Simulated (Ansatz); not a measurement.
**HSOF (singlet): wave-function methods side by side at a displaced geometry (v2), cc-pVDZ**

One table from this session's results is given with a row withheld; the runs are named, their logs left out.

Method: cc-pVDZ, core rule «outside noble gas», up to 7 orbitals frozen; program: Ansatz 0.2.0, Gaussian basis.

The runs, in order: UHF; CCSD(T) on RHF; CCSD(T) on UHF; BCCD(T) on RHF; CISD; CCSDT(Q) on RHF.

14 further runs of the same task are left out: 6 for a known fault of the program, 3 that didn't finish, 5 set aside as unsound or not needed. Runs told in other sessions of the task aren't counted.

## What is computed

The geometry is a PBE0/def2-TZVP stationary point (not a proven minimum) with its atoms shifted at random (size 0.100 Å).

4 atoms, charge 0, spin multiplicity 1.

Atoms are counted from 1 here; the program's logs count them from 0.

Bond lengths: F1–O2 1.505 Å, O2–S3 1.585 Å, S3–H4 1.260 Å. Angles: F1–O2–S3 109.5°, O2–S3–H4 95.7°.

As a file:

| atom | x (Å) | y (Å) | z (Å) |
| --- | --- | --- | --- |
| F1 | 0.0823 | 0.3336 | 1.4896 |
| O2 | -0.1656 | -0.6306 | 0.3606 |
| S3 | 0.0697 | 0.1043 | -1.0244 |
| H4 | -1.1395 | 0.4041 | -1.2143 |

The first run:

in.yaml reads:

```yaml
crystal:
  periodic: [false, false, false]
  atoms:
    - {symbol: F, position_ang: [0.082349, 0.333634, 1.489627]}
    - {symbol: O, position_ang: [-0.165588, -0.630574, 0.360632]}
    - {symbol: S, position_ang: [0.069650, 0.104256, -1.024372]}
    - {symbol: H, position_ang: [-1.139455, 0.404087, -1.214301]}
basis:
  gaussian: {orbitals: cc-pVDZ}
magnetization: {spin_polarized: true, initial_magnetization: 0}
hamiltonian: {xc: hf}
output: {orbitals: {seedname: orbitals}}
```

Launch:

```bash
$ ansatz run in.yaml --threads 1 --pin off --events-out ev --progress --plain --max-ram 2393MiB
```

Steps of the session up to this table: UHF; CCSD(T) on RHF; CCSD(T) on UHF; BCCD(T) on RHF; CISD; CCSDT(Q) on RHF.

One of the session's tables, all rows but one given; the rest of the session is left out.

It belongs to the step «Misses and costs». 

```
   method  from RCCSDT(Q) (meV)
      RHF              +15317.8
      UHF              +15077.8
     RMP2               +1148.4
     UMP2               +2090.9
     CISD               +2239.4
    RCCSD                +536.3
    UCCSD                +578.8
 RCCSD(T)                 +85.4
 UCCSD(T)                +135.5
  BCCD(T)                     ?
   RCCSDT                 +67.2
RCCSDT(Q)                     0
```

**Question.** Estimate the row for BCCD(T).

The run gave: from RCCSDT(Q) (meV): +85.6. In the column «from RCCSDT(Q) (meV)» it lies between RCCSD(T) (+85.4) and UCCSD(T) (+135.5).

Limits of these values: Warnings: restricted reference is unstable; spin contamination. Restricted and unrestricted rows rest on different reference determinants; a gap between their highest levels can come from leftover correlation error, from unlike frozen cores or from another state.
